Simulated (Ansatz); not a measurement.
# CH3Si (quartet): from Hartree-Fock to the top rungs, cc-pVDZ

One table from this session's results is given with a row withheld; the runs are named, their logs left out.

The runs use Ansatz 0.2.0, Gaussian basis; cc-pVDZ, core rule «outside noble gas», up to 6 orbitals frozen.

Plan: UHF; CCSD(T) on ROHF; CCSD(T) on UHF; BCCD(T) on ROHF; CISD; CCSDT(Q) on ROHF; CCSDT(Q) on UHF; CASSCF and MRCISD+Q, 11 electrons in 11 orbitals; CASSCF and NEVPT2, 11 electrons in 11 orbitals.

21 further runs of the same task are left out: 7 that didn't finish, 14 set aside as unsound or not needed.

**The geometry**

The geometry is a PBE0/def2-TZVP stationary point (not a proven minimum) of the parent state, kept for this charge and spin.

5 atoms, charge 0, spin multiplicity 4.

Atoms are counted from 1 here; the program's logs count them from 0.

Bond lengths: Si1–C2 1.705 Å, Si1–H3 1.496 Å, C2–H4 1.087 Å, C2–H5 1.083 Å. Angles: C2–Si1–H3 121.5°, Si1–C2–H4 120.3°, Si1–C2–H5 123.6°, H4–C2–H5 116.1°.

Set-up of the first run:

Contents of in.yaml:

```yaml
crystal:
  periodic: [false, false, false]
  atoms:
    - {symbol: Si, position_ang: [0.000000, -0.089015, 0.556798]}
    - {symbol: C, position_ang: [0.000000, 0.088130, -1.138555]}
    - {symbol: H, position_ang: [0.000000, 1.098328, 1.467598]}
    - {symbol: H, position_ang: [0.000000, 1.078590, -1.586971]}
    - {symbol: H, position_ang: [0.000000, -0.746740, -1.828263]}
basis:
  gaussian: {orbitals: cc-pVDZ}
magnetization: {spin_polarized: true, initial_magnetization: 3}
hamiltonian: {xc: hf}
output: {orbitals: {seedname: orbitals}}
```

Run with:

```sh
> ansatz run in.yaml --threads 1 --pin off --events-out ev --progress --plain --max-ram 2393MiB
```

Steps of the session up to this table: UHF; CCSD(T) on ROHF; CCSD(T) on UHF; BCCD(T) on ROHF; CISD; CCSDT(Q) on ROHF; CCSDT(Q) on UHF; CASSCF and MRCISD+Q, 11 electrons in 11 orbitals; CASSCF and NEVPT2, 11 electrons in 11 orbitals.

One table of the session follows, with a row left open; its other results are not shown here.

```
          method  from UCCSDT(Q) (kJ/mol)
            ROHF                   +583.9
             UHF                   +570.0
            RMP2                   +104.6
            UMP2                   +105.0
            CISD                    +51.9
           RCCSD                    +16.0
           UCCSD                    +15.7
        RCCSD(T)                     +3.0
        UCCSD(T)                     +3.0
         BCCD(T)                     +3.0
          RCCSDT                        ?
          UCCSDT                     +0.6
       RCCSDT(Q)                     +0.1
       UCCSDT(Q)                        0
  CASSCF valence                   +392.5
  NEVPT2 valence                    +99.7
  MRCISD valence                    +26.4
MRCISD+Q valence                     +2.8
```

Estimate the missing values for RCCSDT.

As computed: from UCCSDT(Q) (kJ/mol): +0.7. In the column «from UCCSDT(Q) (kJ/mol)» it lies between UCCSDT (+0.6) and MRCISD+Q valence (+2.8).

Limits of these values: Restricted and unrestricted rows rest on different reference determinants; where their highest levels disagree by more than a few hundredths of an eV, they describe different states and don't form one ladder.
